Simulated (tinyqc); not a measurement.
Inside a calculation (part 1 of 2). Method: RHF in the sto-3g basis, for H2O, spin multiplicity 1. Computed by tinyqc, a small Python program that keeps every step (integrals from PySCF). Settings: charge = 0, multiplicity = 1, basis = sto-3g, energy threshold = 1e-09, iteration cap = 83, orthogonalisation = symmetric, start = random, DIIS depth = 0, method = RHF. Command: `OMP_NUM_THREADS=1 python tinyqc.py 21381 21382 out.jsonl` (the two numbers bound the seeds that draw the settings). One thread of a shared host (Intel(R) Xeon(R) Processor @ 2.60GHz), about 0.07 s of CPU time with the checks. Later iterations appear only in the table of the cycle.

## One-electron integrals

Geometry (angstrom):
```
atom         x          y         z
O     0.000000   0.000000  0.000000
H     0.000000   0.723000  0.665000
H     0.000000  -0.736000  0.677000
```

Basis sto-3g: exponents (1/bohr^2) and contraction coefficients of normalised primitives:
```
element  l (shell)    exponent  coefficient
O            s (1)  130.709320     0.154329
O            s (1)   23.808861     0.535328
O            s (1)    6.443608     0.444635
O            s (2)    5.033151    -0.099967
O            s (2)    1.169596     0.399513
O            s (2)    0.380389     0.700115
O            p (3)    5.033151     0.155916
O            p (3)    1.169596     0.607684
O            p (3)    0.380389     0.391957
H            s (1)    3.425251     0.154329
H            s (1)    0.623914     0.535328
H            s (1)    0.168855     0.444635
```

Overlap, kinetic and nuclear-attraction integrals over the contracted functions; the nuclear repulsion is the sum of Za Zb / Rab.

nuclear repulsion = 8.90565953 hartree

overlap S, order 1O 1s, 1O 2s, 1O 2px, 1O 2py, 1O 2pz, 2H 1s, 3H 1s:
```
[[1.000000, 0.236704, 0.000000, 0.000000, 0.000000, 0.050849, 0.048750],
 [0.236704, 1.000000, 0.000000, 0.000000, 0.000000, 0.458467, 0.447139],
 [0.000000, 0.000000, 1.000000, 0.000000, 0.000000, 0.000000, 0.000000],
 [0.000000, 0.000000, 0.000000, 1.000000, 0.000000, 0.283060, -0.278351],
 [0.000000, 0.000000, 0.000000, 0.000000, 1.000000, 0.260352, 0.256037],
 [0.050849, 0.458467, 0.000000, 0.283060, 0.260352, 1.000000, 0.272197],
 [0.048750, 0.447139, 0.000000, -0.278351, 0.256037, 0.272197, 1.000000]]
```

kinetic energy T (hartree), order 1O 1s, 1O 2s, 1O 2px, 1O 2py, 1O 2pz, 2H 1s, 3H 1s:
```
[[29.003200, -0.168011, 0.000000, 0.000000, 0.000000, -0.004138, -0.005121],
 [-0.168011, 0.808128, 0.000000, 0.000000, 0.000000, 0.116876, 0.109018],
 [0.000000, 0.000000, 2.528731, 0.000000, 0.000000, 0.000000, 0.000000],
 [0.000000, 0.000000, 0.000000, 2.528731, 0.000000, 0.195263, -0.185752],
 [0.000000, 0.000000, 0.000000, 0.000000, 2.528731, 0.179599, 0.170862],
 [-0.004138, 0.116876, 0.000000, 0.195263, 0.179599, 0.760032, 0.013376],
 [-0.005121, 0.109018, 0.000000, -0.185752, 0.170862, 0.013376, 0.760032]]
```

nuclear attraction V (hartree), order 1O 1s, 1O 2s, 1O 2px, 1O 2py, 1O 2pz, 2H 1s, 3H 1s:
```
[[-61.686327, -7.435849, 0.000000, -0.000381, -0.019607, -1.642463, -1.573633],
 [-7.435849, -10.108373, 0.000000, -0.003823, -0.233304, -3.705761, -3.594304],
 [0.000000, 0.000000, -9.958070, 0.000000, 0.000000, 0.000000, 0.000000],
 [-0.000381, -0.003823, 0.000000, -10.083225, -0.002365, -2.027511, 1.978195],
 [-0.019607, -0.233304, 0.000000, -0.002365, -10.063956, -1.945563, -1.899746],
 [-1.642463, -3.705761, 0.000000, -2.027511, -1.945563, -5.755192, -1.686436],
 [-1.573633, -3.594304, 0.000000, 1.978195, -1.899746, -1.686436, -5.690822]]
```

core Hamiltonian H = T + V (hartree), order 1O 1s, 1O 2s, 1O 2px, 1O 2py, 1O 2pz, 2H 1s, 3H 1s:
```
[[-32.683127, -7.603860, 0.000000, -0.000381, -0.019607, -1.646600, -1.578754],
 [-7.603860, -9.300245, 0.000000, -0.003823, -0.233304, -3.588885, -3.485286],
 [0.000000, 0.000000, -7.429339, 0.000000, 0.000000, 0.000000, 0.000000],
 [-0.000381, -0.003823, 0.000000, -7.554493, -0.002365, -1.832248, 1.792443],
 [-0.019607, -0.233304, 0.000000, -0.002365, -7.535225, -1.765965, -1.728884],
 [-1.646600, -3.588885, 0.000000, -1.832248, -1.765965, -4.995160, -1.673061],
 [-1.578754, -3.485286, 0.000000, 1.792443, -1.728884, -1.673061, -4.930790]]
```

## Two-electron integrals

Functions are numbered as in S; the eight-fold symmetry (ij|kl) = (ji|kl) = (kl|ij) leaves the list below.

Two-electron integrals (ij|kl) in chemists' order, unique and non-zero (hartree):
```
(11|11) 4.785065    (21|11) 0.741380    (21|21) 0.136873    (22|11) 1.118947
(22|21) 0.256633    (22|22) 0.817206    (31|31) 0.024477    (32|31) 0.037809
(32|32) 0.180518    (33|11) 1.115814    (33|21) 0.256684    (33|22) 0.817023
(33|33) 0.880159    (41|41) 0.024477    (42|41) 0.037809    (42|42) 0.180518
(43|43) 0.047444    (44|11) 1.115814    (44|21) 0.256684    (44|22) 0.817023
(44|33) 0.785270    (44|44) 0.880159    (51|51) 0.024477    (52|51) 0.037809
(52|52) 0.180518    (53|53) 0.047444    (54|54) 0.047444    (55|11) 1.115814
(55|21) 0.256684    (55|22) 0.817023    (55|33) 0.785270    (55|44) 0.785270
(55|55) 0.880159    (61|11) 0.161717    (61|21) 0.029597    (61|22) 0.055115
(61|33) 0.055009    (61|41) 0.001004    (61|42) 0.001877    (61|44) 0.055185
(61|51) 0.000924    (61|52) 0.001726    (61|54) 0.000161    (61|55) 0.055158
(61|61) 0.006483    (62|11) 0.386450    (62|21) 0.089713    (62|22) 0.315478
(62|33) 0.310178    (62|41) 0.004948    (62|42) 0.037520    (62|44) 0.318631
(62|51) 0.004551    (62|52) 0.034510    (62|54) 0.007775    (62|55) 0.317329
(62|61) 0.019766    (62|62) 0.149749    (63|31) 0.009471    (63|32) 0.054828
(63|43) 0.007831    (63|53) 0.007203    (63|63) 0.021549    (64|11) 0.202626
(64|21) 0.047656    (64|22) 0.178967    (64|33) 0.170814    (64|41) 0.011779
(64|42) 0.075033    (64|44) 0.191134    (64|51) 0.002123    (64|52) 0.018584
(64|54) 0.011487    (64|55) 0.174755    (64|61) 0.010972    (64|62) 0.103185
(64|64) 0.091842    (65|11) 0.186371    (65|21) 0.043833    (65|22) 0.164610
(65|33) 0.157111    (65|41) 0.002123    (65|42) 0.018584    (65|44) 0.161396
(65|51) 0.011424    (65|52) 0.071921    (65|54) 0.011772    (65|55) 0.175141
(65|61) 0.010092    (65|62) 0.094907    (65|64) 0.064654    (65|65) 0.081016
(66|11) 0.520291    (66|21) 0.122750    (66|22) 0.494323    (66|33) 0.474243
(66|41) 0.008912    (66|42) 0.092604    (66|44) 0.506545    (66|51) 0.008197
(66|52) 0.085175    (66|54) 0.029710    (66|55) 0.501570    (66|61) 0.027298
(66|62) 0.292973    (66|64) 0.230540    (66|65) 0.212045    (66|66) 0.774606
(71|11) 0.154964    (71|21) 0.028366    (71|22) 0.052837    (71|33) 0.052735
(71|41) -0.000963   (71|42) -0.001802   (71|44) 0.052904    (71|51) 0.000886
(71|52) 0.001658    (71|54) -0.000156   (71|55) 0.052878    (71|61) 0.006129
(71|62) 0.018427    (71|64) 0.009324    (71|65) 0.009415    (71|66) 0.025188
(71|71) 0.005955    (72|11) 0.374677    (72|21) 0.087000    (72|22) 0.306460
(72|33) 0.301273    (72|41) -0.004804   (72|42) -0.036608   (72|44) 0.309544
(72|51) 0.004419    (72|52) 0.033673    (72|54) -0.007609   (72|55) 0.308271
(72|61) 0.018640    (72|62) 0.121176    (72|64) 0.057061    (72|65) 0.074958
(72|66) 0.198513    (72|71) 0.018378    (72|72) 0.141949    (73|31) 0.009131
(73|32) 0.053054    (73|43) -0.007618   (73|53) 0.007007    (73|63) 0.016907
(73|73) 0.020297    (74|11) -0.197859   (74|21) -0.046540   (74|22) -0.175061
(74|33) -0.167106   (74|41) 0.011385    (74|42) 0.072872    (74|44) -0.186910
(74|51) -0.002073   (74|52) -0.018230   (74|54) 0.011209    (74|55) -0.170971
(74|61) -0.009505   (74|62) -0.057644   (74|64) -0.010624   (74|65) -0.034814
(74|66) -0.082566   (74|71) -0.010268   (74|72) -0.098492   (74|74) 0.087854
(75|11) 0.181998    (75|21) 0.042809    (75|22) 0.161027    (75|33) 0.153711
(75|41) -0.002073   (75|42) -0.018230   (75|44) 0.157912    (75|51) 0.011038
(75|52) 0.069822    (75|54) -0.011483   (75|55) 0.171280    (75|61) 0.009585
(75|62) 0.075313    (75|64) 0.034648    (75|65) 0.062791    (75|66) 0.135680
(75|71) 0.009445    (75|72) 0.090597    (75|74) -0.062141   (75|75) 0.077457
(76|11) 0.165375    (76|21) 0.038785    (76|22) 0.148991    (76|33) 0.145201
(76|41) -0.000013   (76|42) -0.000150   (76|44) 0.147704    (76|51) 0.003035
(76|52) 0.027756    (76|54) -0.000045   (76|55) 0.153906    (76|61) 0.008481
(76|62) 0.071692    (76|64) 0.042357    (76|65) 0.051104    (76|66) 0.147670
(76|71) 0.008133    (76|72) 0.070024    (76|74) -0.041836   (76|75) 0.050200
(76|76) 0.042440    (77|11) 0.512300    (77|21) 0.120891    (77|22) 0.488117
(77|33) 0.468344    (77|41) -0.008698   (77|42) -0.091167   (77|44) 0.500147
(77|51) 0.008000    (77|52) 0.083859    (77|54) -0.029253   (77|55) 0.495252
(77|61) 0.025876    (77|62) 0.201807    (77|64) 0.083087    (77|65) 0.137232
(77|66) 0.354459    (77|71) 0.025770    (77|72) 0.283775    (77|74) -0.224809
(77|75) 0.206787    (77|76) 0.147670    (77|77) 0.774606
```

## Orthogonalisation

S = U s U^T; symmetric (Loewdin) form X = U s^(-1/2) U^T, so that X^T S X = 1.

eigenvalues of S: [0.364379, 0.444725, 0.878538, 1.000000, 1.104807, 1.283522, 1.924029]

X, order 1O 1s, 1O 2s, 1O 2px, 1O 2py, 1O 2pz, 2H 1s, 3H 1s:
```
[[1.024029, -0.141345, 0.000000, -0.000253, -0.010370, 0.021156, 0.020668],
 [-0.141345, 1.218469, 0.000000, 0.003973, 0.109721, -0.278184, -0.265400],
 [0.000000, 0.000000, 1.000000, 0.000000, 0.000000, 0.000000, 0.000000],
 [-0.000253, 0.003973, 0.000000, 1.091371, 0.001883, -0.209348, 0.203897],
 [-0.010370, 0.109721, 0.000000, 0.001883, 1.061255, -0.155082, -0.149447],
 [0.021156, -0.278184, 0.000000, -0.209348, -0.155082, 1.196908, -0.100328],
 [0.020668, -0.265400, 0.000000, 0.203897, -0.149447, -0.100328, 1.185995]]
```

## Starting guess

The start is random orthonormal orbitals; D = 2 C_occ C_occ^T.

D at the start, order 1O 1s, 1O 2s, 1O 2px, 1O 2py, 1O 2pz, 2H 1s, 3H 1s:
```
[[1.560634, 0.121472, 0.656982, -0.109890, 0.196205, 0.194051, 0.002205],
 [0.121472, 2.174080, -0.796181, 0.508084, -0.042482, -1.287335, -0.759229],
 [0.656982, -0.796181, 1.174683, -0.174425, -0.031647, -0.091286, -0.060217],
 [-0.109890, 0.508084, -0.174425, 1.426598, 1.148725, -1.244283, 0.021659],
 [0.196205, -0.042482, -0.031647, 1.148725, 1.170496, -0.502178, 0.278167],
 [0.194051, -1.287335, -0.091286, -1.244283, -0.502178, 3.120919, -0.566525],
 [0.002205, -0.759229, -0.060217, 0.021659, 0.278167, -0.566525, 2.298424]]
```

## Iteration 1: building the Fock matrix

J_ij = sum D_kl (ij|kl), K_ij = sum D_kl (ik|jl); F = H + J - 0.5 K; E = tr D H + tr D J / 2 - 0.25 tr D K + E_nn.

Coulomb J (hartree), order 1O 1s, 1O 2s, 1O 2px, 1O 2py, 1O 2pz, 2H 1s, 3H 1s:
```
[[14.803803, 2.841084, -0.030871, 0.003713, 0.018153, 0.615467, 0.588981],
 [2.841084, 7.378067, -0.254171, 0.002098, 0.206885, 2.977334, 2.874785],
 [-0.030871, -0.254171, 7.306251, -0.017063, -0.005162, -0.084020, -0.075801],
 [0.003713, 0.002098, -0.017063, 7.413578, 0.079827, 1.733853, -1.667824],
 [0.018153, 0.206885, -0.005162, 0.079827, 7.395833, 1.679255, 1.610039],
 [0.615467, 2.977334, -0.084020, 1.733853, 1.679255, 5.244741, 1.485419],
 [0.588981, 2.874785, -0.075801, -1.667824, 1.610039, 1.485419, 5.111190]]
```

exchange K (hartree), order 1O 1s, 1O 2s, 1O 2px, 1O 2py, 1O 2pz, 2H 1s, 3H 1s:
```
[[8.005920, 1.871962, 0.505070, -0.036618, 0.179453, 0.513435, 0.475848],
 [1.871962, 2.036539, -0.655403, -0.039405, -0.083622, 0.764509, 0.803674],
 [0.505070, -0.655403, 1.450556, -0.151033, -0.051030, -0.339629, -0.260296],
 [-0.036618, -0.039405, -0.151033, 1.519074, 0.640381, 0.413305, -0.524779],
 [0.179453, -0.083622, -0.051030, 0.640381, 1.556091, 0.546905, 0.432292],
 [0.513435, 0.764509, -0.339629, 0.413305, 0.546905, 1.577285, 0.389658],
 [0.475848, 0.803674, -0.260296, -0.524779, 0.432292, 0.389658, 1.614206]]
```

Fock matrix F (hartree), order 1O 1s, 1O 2s, 1O 2px, 1O 2py, 1O 2pz, 2H 1s, 3H 1s:
```
[[-21.882283, -5.698757, -0.283406, 0.021641, -0.091181, -1.287851, -1.227697],
 [-5.698757, -2.940447, 0.073531, 0.017978, 0.015392, -0.993805, -1.012338],
 [-0.283406, 0.073531, -0.848366, 0.058453, 0.020353, 0.085795, 0.054347],
 [0.021641, 0.017978, 0.058453, -0.900452, -0.242729, -0.305047, 0.387008],
 [-0.091181, 0.015392, 0.020353, -0.242729, -0.917438, -0.360162, -0.334991],
 [-1.287851, -0.993805, 0.085795, -0.305047, -0.360162, -0.539061, -0.382470],
 [-1.227697, -1.012338, 0.054347, 0.387008, -0.334991, -0.382470, -0.626704]]
```

total energy of this density = -66.90958071 hartree

## Iteration 1: diagonalisation and new density

Diagonalise F' = X^T F X, C = X C', fill 5 alpha and 5 beta electrons from the bottom; D = 2 C_occ C_occ^T. Each column has its largest component positive (the first on a tie).

F' = X^T F X (hartree):
```
[[-21.450155, -2.973233, -0.297897, 0.028835, -0.127109, -0.243398, -0.200501],
 [-2.973233, -1.809907, 0.093828, -0.036141, 0.164366, -0.355822, -0.390808],
 [-0.297897, 0.093828, -0.848366, 0.057316, 0.011289, 0.055392, 0.039352],
 [0.028835, -0.036141, 0.057316, -0.778779, -0.284437, -0.185411, 0.334552],
 [-0.127109, 0.164366, 0.011289, -0.284437, -0.814279, -0.202334, -0.265174],
 [-0.243398, -0.355822, 0.055392, -0.185411, -0.202334, -0.092744, -0.082122],
 [-0.200501, -0.390808, 0.039352, 0.334552, -0.265174, -0.082122, -0.155850]]
```

orbital energies (hartree): [-21.901645, -1.576691, -1.163880, -0.813107, -0.775038, 0.058489, 0.221792]

coefficients C, order 1O 1s, 1O 2s, 1O 2px, 1O 2py, 1O 2pz, 2H 1s, 3H 1s:
```
[[0.992418, -0.260448, -0.003716, -0.047195, -0.057784, 0.065261, 0.083839],
 [0.032634, 1.003835, 0.004290, 0.082730, 0.289873, -0.491853, -0.568300],
 [0.013282, -0.199126, -0.186589, 0.807574, 0.522113, 0.012896, 0.020336],
 [-0.001301, -0.016653, 0.670393, -0.203317, 0.536292, -0.424825, 0.563366],
 [0.007361, -0.060497, 0.685807, 0.407808, -0.379776, -0.325025, -0.542745],
 [-0.005496, -0.020474, 0.056987, 0.011247, -0.036947, 1.257881, 0.030216],
 [-0.006772, 0.025111, -0.009772, 0.214087, -0.365315, -0.186121, 1.156167]]
```

D after iteration 1, order 1O 1s, 1O 2s, 1O 2px, 1O 2py, 1O 2pz, 2H 1s, 3H 1s:
```
[[2.116615, -0.499463, -0.005093, -0.041677, 0.046423, 0.002542, -0.004438],
 [-0.499463, 2.199279, 0.035800, 0.249506, -0.267791, -0.060534, -0.126479],
 [-0.005093, 0.035800, 1.998840, -0.011956, 0.030458, -0.033673, -0.042223],
 [-0.041677, 0.249506, -0.011956, 1.557306, 0.348345, 0.032902, -0.492806],
 [0.046423, -0.267791, 0.030458, 0.348345, 1.569165, 0.117797, 0.435547],
 [0.002542, -0.060534, -0.033673, 0.032902, 0.117797, 0.010377, 0.029743],
 [-0.004438, -0.126479, -0.042223, -0.492806, 0.435547, 0.029743, 0.360120]]
```

## Iteration 2: building the Fock matrix

As before.

Coulomb J (hartree), order 1O 1s, 1O 2s, 1O 2px, 1O 2py, 1O 2pz, 2H 1s, 3H 1s:
```
[[18.035727, 3.423254, 0.001049, 0.002664, -0.002013, 0.740307, 0.709210],
 [3.423254, 8.534020, 0.004367, -0.018594, 0.023817, 3.224688, 3.162499],
 [0.001049, 0.004367, 8.531744, -0.001019, 0.001813, 0.001202, 0.001462],
 [0.002664, -0.018594, -0.001019, 8.524193, 0.006290, 1.792694, -1.799879],
 [-0.002013, 0.023817, 0.001813, 0.006290, 8.522448, 1.669289, 1.657817],
 [0.740307, 3.224688, 0.001202, 1.792694, 1.669289, 4.934324, 1.516636],
 [0.709210, 3.162499, 0.001462, -1.799879, 1.657817, 1.516636, 5.054530]]
```

exchange K (hartree), order 1O 1s, 1O 2s, 1O 2px, 1O 2py, 1O 2pz, 2H 1s, 3H 1s:
```
[[9.807304, 1.687778, -0.000048, -0.003300, 0.006282, 0.381423, 0.366750],
 [1.687778, 2.775690, 0.006961, 0.032577, -0.028016, 1.044712, 1.073902],
 [-0.000048, 0.006961, 2.322955, -0.008594, 0.013044, -0.007932, -0.006737],
 [-0.003300, 0.032577, -0.008594, 2.164679, 0.135600, 0.491461, -0.624739],
 [0.006282, -0.028016, 0.013044, 0.135600, 2.169501, 0.503087, 0.576038],
 [0.381423, 1.044712, -0.007932, 0.491461, 0.503087, 0.728731, 0.434884],
 [0.366750, 1.073902, -0.006737, -0.624739, 0.576038, 0.434884, 1.084636]]
```

Fock matrix F (hartree), order 1O 1s, 1O 2s, 1O 2px, 1O 2py, 1O 2pz, 2H 1s, 3H 1s:
```
[[-19.551052, -5.024495, 0.001073, 0.003934, -0.024761, -1.097005, -1.052919],
 [-5.024495, -2.154070, 0.000887, -0.038706, -0.195480, -0.886553, -0.859739],
 [0.001073, 0.000887, -0.059072, 0.003278, -0.004709, 0.005168, 0.004830],
 [0.003934, -0.038706, 0.003278, -0.112640, -0.063875, -0.285284, 0.304934],
 [-0.024761, -0.195480, -0.004709, -0.063875, -0.097528, -0.348219, -0.359086],
 [-1.097005, -0.886553, 0.005168, -0.285284, -0.348219, -0.425201, -0.373867],
 [-1.052919, -0.859739, 0.004830, 0.304934, -0.359086, -0.373867, -0.418579]]
```

total energy of this density = -74.51538068 hartree

## Iteration 2: diagonalisation and new density

As before.

F' = X^T F X (hartree):
```
[[-19.172668, -2.667164, 0.001231, 0.010883, -0.044666, -0.166587, -0.150817],
 [-2.667164, -0.994745, -0.002294, -0.057926, 0.035334, -0.453756, -0.454290],
 [0.001231, -0.002294, -0.059072, 0.003475, -0.006428, 0.005521, 0.006369],
 [0.010883, -0.057926, 0.003475, 0.127233, -0.080920, -0.371933, 0.433045],
 [-0.044666, 0.035334, -0.006428, -0.080920, 0.071495, -0.313455, -0.353766],
 [-0.166587, -0.453756, 0.005521, -0.371933, -0.313455, 0.092629, -0.128937],
 [-0.150817, -0.454290, 0.006369, 0.433045, -0.353766, -0.128937, 0.099815]]
```

orbital energies (hartree): [-19.561084, -1.038764, -0.397581, -0.195653, -0.059226, 0.616617, 0.800378]

coefficients C, order 1O 1s, 1O 2s, 1O 2px, 1O 2py, 1O 2pz, 2H 1s, 3H 1s:
```
[[0.993688, -0.221322, 0.000842, 0.136902, -0.002476, 0.101861, 0.063805],
 [0.028077, 0.773959, 0.014846, -0.671826, 0.014782, -0.671454, -0.402596],
 [-0.000052, -0.001637, -0.004405, 0.002944, 0.999875, 0.011432, 0.009421],
 [-0.000051, 0.041483, 0.608137, 0.027438, 0.000402, -0.478913, 0.821492],
 [0.004449, 0.192676, 0.034346, 0.684256, 0.010580, -0.688642, -0.451583],
 [-0.006098, 0.193263, 0.410516, 0.301195, -0.008552, 1.098002, -0.293352],
 [-0.005930, 0.191876, -0.512640, 0.335854, -0.014891, 0.178823, 1.052034]]
```

D after iteration 2, order 1O 1s, 1O 2s, 1O 2px, 1O 2py, 1O 2pz, 2H 1s, 3H 1s:
```
[[2.110297, -0.470786, -0.003531, -0.009928, 0.110913, -0.014463, -0.005549],
 [-0.470786, 2.103178, 0.022937, 0.045410, -0.619572, -0.093952, -0.170256],
 [-0.003531, 0.022937, 1.999561, -0.004529, 0.024253, -0.019577, -0.023910],
 [-0.009928, 0.045410, -0.004529, 0.744608, 0.095318, 0.531856, -0.589171],
 [0.110913, -0.619572, 0.024253, 0.095318, 1.013283, 0.514627, 0.497977],
 [-0.014463, -0.093952, -0.019577, 0.531856, 0.514627, 0.593405, -0.144087],
 [-0.005549, -0.170256, -0.023910, -0.589171, 0.497977, -0.144087, 0.825341]]
```
